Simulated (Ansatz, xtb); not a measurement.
# C3H3NO2: which of two isomers lies lower

We compare X, `N#CCC(=O)O`, a singlet, with Y, `N#CCOC=O`, a singlet. Both are isolated molecules in the gas phase, relaxed with B3LYP-D3(BJ)/def2-SVP; the shapes shown needn't be the lowest conformers.

X (Å):

```xyz
9

C     1.1857    2.9999    0.0925
C     0.1179    2.0197    0.2558
C    -0.5179    1.5859   -1.0607
N     2.0368    3.7776   -0.0046
O    -0.2143    1.9747   -2.1533
O    -1.4876    0.6867   -0.8178
H     0.5031    1.1233    0.7695
H    -0.6726    2.4270    0.9078
H    -1.8684    0.4341   -1.6767
```

Y (Å):

```xyz
9

C    -1.4845    1.8332   -0.0442
C    -0.2724    1.3379   -0.6957
C     1.8518    0.5268   -0.1485
N    -2.4561    2.2293    0.4433
O     0.6809    0.9989    0.3139
O     2.1234    0.3826   -1.3068
H     0.1370    2.1084   -1.3697
H    -0.5083    0.4570   -1.3151
H     2.5135    0.2966    0.7109
```

Quicker runs give these differences E(Y) − E(X): GFN2-xTB +11.6 kcal/mol; HF/STO-3G +7.2 kcal/mol (at GFN2-xTB geometries); r2SCAN-D4/def2-SVP +17.1 kcal/mol (at GFN2-xTB geometries).

Task: Estimate E(Y) − E(X) at the level CCSD(T)/def2-SVP + ΔMP2/def2-TZVPP.

Result: Calculated at CCSD(T)/def2-SVP + ΔMP2/def2-TZVPP: E(Y) − E(X) = +16.2 kcal/mol, so structure X lies lower.

How the difference moves with the method:

```csv
level,geometry,E(Y) − E(X) (kcal/mol),departure from the last row (kcal/mol),"job, with rough time for the two"
GFN2-xTB,GFN2-xTB,+11.6,−4.6,"optimisation, 0.088 s"
HF/STO-3G,GFN2-xTB,+7.2,−9.0,"single point, 0.26 s"
r2SCAN-D4/def2-SVP,GFN2-xTB,+17.1,+0.9,"single point, 2.4 s"
B3LYP-D3(BJ)/def2-SVP,B3LYP-D3(BJ)/def2-SVP,+15.8,−0.4,"optimisation, 23 s"
HF/def2-SVP,B3LYP-D3(BJ)/def2-SVP,+16.2,0.0,part of the CCSD(T) run
MP2/def2-SVP,B3LYP-D3(BJ)/def2-SVP,+17.8,+1.6,part of the CCSD(T) run
CCSD(T)/def2-SVP,B3LYP-D3(BJ)/def2-SVP,+16.2,0.0,single point
CCSD(T)/def2-SVP + ΔMP2/def2-TZVPP,B3LYP-D3(BJ)/def2-SVP,+16.2,,"single point, 22 s"
```

As drawn, Y has 1 C–O, 1 C–H in place of 1 C–C, 1 O–H.

The levels shown agree on the order. The largest departure from CCSD(T)/def2-SVP + ΔMP2/def2-TZVPP is that of HF/STO-3G, 9.0 kcal/mol. The last row adds to CCSD(T) the change of the MP2 difference between the two basis sets, here 0.0 kcal/mol.

With harmonic frequencies from B3LYP-D3(BJ)/def2-SVP (ideal gas, rigid rotor, one conformer each, 298.15 K, 1 atm): on the last row, ΔE + ΔZPE = +16.1 kcal/mol. A mode under 50 cm⁻¹ makes harmonic enthalpies and free energies unreliable, so none is given.

The correlated steps freeze 6 core orbitals. Codes used: Ansatz 0.2.0, xtb 6.7.1; the last row on 2 threads of Arm Neoverse V2 on a shared host.
